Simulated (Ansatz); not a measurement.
Relaxation of H3S3 (6 atoms, charge 1, multiplicity 1), to a largest force component of 0.02 eV/Å in at most 50 steps.

All numbers below come from RKS PBE/def2-SVP (Ansatz 0.2.0).

```xyz
6
Properties=species:S:1:pos:R:3
S -1.783 -0.013 -0.634
S -0.248 0.953 0.423
S 0.864 -0.344 1.642
H -1.042 -0.690 -1.528
H -3.012 0.536 -0.331
H 1.563 -0.991 0.694
```

Problem. Where does it end, and by what steps?

Solution. The run converged. After 10 steps the energy has fallen by 1.940 eV; H4 moved furthest, 0.85 Å.

```json
{"step": "0", "energy less start (eV)": "0.0000", "largest force component (eV/Å)": "2.314", "accepted": "yes"}
{"step": "1", "energy less start (eV)": "-0.9603", "largest force component (eV/Å)": "1.366", "accepted": "yes"}
{"step": "2", "energy less start (eV)": "-1.4213", "largest force component (eV/Å)": "1.503", "accepted": "yes"}
{"step": "3", "energy less start (eV)": "-1.7128", "largest force component (eV/Å)": "1.641", "accepted": "yes"}
{"step": "4", "energy less start (eV)": "-1.8936", "largest force component (eV/Å)": "0.351", "accepted": "yes"}
{"step": "5", "energy less start (eV)": "-1.9108", "largest force component (eV/Å)": "0.326", "accepted": "yes"}
{"step": "6", "energy less start (eV)": "-1.9348", "largest force component (eV/Å)": "0.206", "accepted": "yes"}
{"step": "7", "energy less start (eV)": "-1.9351", "largest force component (eV/Å)": "0.271", "accepted": "yes"}
{"step": "8", "energy less start (eV)": "-1.9397", "largest force component (eV/Å)": "0.026", "accepted": "yes"}
{"step": "9", "energy less start (eV)": "-1.9396", "largest force component (eV/Å)": "0.018", "accepted": "no"}
{"step": "10", "energy less start (eV)": "-1.9398", "largest force component (eV/Å)": "0.007", "accepted": "yes"}
```

```xyz
6
Properties=species:S:1:pos:R:3
S -1.860 -0.501 -0.544
S 0.018 0.818 0.267
S 0.857 -0.190 1.757
H -1.665 -0.238 -1.877
H -2.804 0.485 -0.401
H 1.797 -0.924 1.062
```

Whether the end is a true minimum wasn't checked by a vibrational analysis.

Time of the run: 33 s on 1 thread of Intel(R) Xeon(R) Processor @ 2.50GHz (Skylake/Cascade Lake) (shared host), peak memory 0.13 GiB.
